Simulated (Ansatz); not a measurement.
# CH₅N (singlet): density functionals in cc-pVTZ

One table from this session's results is given with a row withheld; the runs are named, their logs left out.

Method: cc-pVTZ, all electrons in the functionals, frozen cores in the correlation of double hybrids and RPA; program: Ansatz 0.2.0, Gaussian basis.

To be run: PBE, BLYP, r2SCAN, PBE0, B3LYP, wB97M-V, B2PLYP, RPA-PBE.

## The system

The geometry is a PBE0/def2-TZVP stationary point (not a proven minimum).

7 atoms, charge 0, spin multiplicity 1.

Atoms are counted from 1 here; the program's logs count them from 0.

Bond lengths: N1–C2 1.453 Å, N1–H3 1.012 Å, N1–H4 1.012 Å, C2–H5 1.092 Å, C2–H6 1.100 Å, C2–H7 1.092 Å. Angles: C2–N1–H3 110.6°, C2–N1–H4 110.6°, H3–N1–H4 106.7°, N1–C2–H5 109.4°, N1–C2–H6 115.4°, N1–C2–H7 109.4°, H5–C2–H6 107.7°, H5–C2–H7 106.9°, H6–C2–H7 107.7°.

No dispersion term is added; wB97M-V holds VV10 nonlocal correlation. B3LYP takes the VWN-RPA correlation.

The first run:

Input file in.yaml:

```yaml
crystal:
  periodic: [false, false, false]
  atoms:
    - {symbol: N, position_ang: [-0.097362, 0.000000, 0.713035]}
    - {symbol: C, position_ang: [0.041418, 0.000000, -0.733383]}
    - {symbol: H, position_ang: [0.353629, -0.812055, 1.114376]}
    - {symbol: H, position_ang: [0.353629, 0.812055, 1.114376]}
    - {symbol: H, position_ang: [-0.461710, 0.877718, -1.145362]}
    - {symbol: H, position_ang: [1.075600, 0.000000, -1.107566]}
    - {symbol: H, position_ang: [-0.461710, -0.877718, -1.145362]}
basis:
  gaussian: {orbitals: cc-pVTZ}
hamiltonian: {xc: {name: PBE}}
output: {orbitals: {seedname: orbitals}}
```

On the command line:

```sh
> ansatz run in.yaml --threads 2 --pin off --events-out ev --progress --plain --max-ram 16896MiB --backend cuda --devices 0, --max-vram 18GiB
```

Among the steps run: PBE (restricted); BLYP (restricted); r2SCAN (restricted); PBE0 (restricted); B3LYP (restricted); wB97M-V (restricted); B2PLYP (restricted); RPA-PBE.

One table of the session follows, with a row left open; its other results are not shown here.

```
   method  atomisation energy (kJ/mol)
      PBE                       2467.5
     BLYP                       2429.7
   r2SCAN                       2418.7
     PBE0                       2427.3
    B3LYP                       2438.5
  wB97M-V                       2440.6
   B2PLYP                            ?
  RPA-PBE                       2305.0
RCCSDT(Q)                       2368.4
```

Estimate the missing values for B2PLYP.

**Answer.** atomisation energy (kJ/mol): 2414.5. In the column «atomisation energy (kJ/mol)» it lies between RCCSDT(Q) (2368.4) and r2SCAN (2418.7).
